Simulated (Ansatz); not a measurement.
Mulliken charges of `BCl` from ωB97M-V/def2-TZVPP in Ansatz (PBE0-D4/def2-TZVP geometry).

```tsv
atom	x (Å)	y (Å)	z (Å)	charge (e)
B1	-0.117	0.022	-0.075	-0.043
Cl2	1.365	-0.395	0.721	-0.095
H3	-1.106	-0.560	0.240	0.069
H4	-0.087	0.873	-0.907	0.069
```

Question: By hand: the dipole of these point charges (1 e Å = 4.8032 D).

Answer: Σ q r = (-0.207, 0.058, -0.111) e Å, of length 0.242 e Å = 1.16 D.

Question: How does the dipole of the full density compare? (Estimate.)

Answer: Ansatz gave: (-0.093, 0.026, -0.050) e Å, 0.52 D; the point charges give 2.23 times that, at 0° from its direction.

Point charges leave out the atoms' own dipoles, such as those of lone pairs, and Mulliken's split depends on the basis, so the two needn't agree.
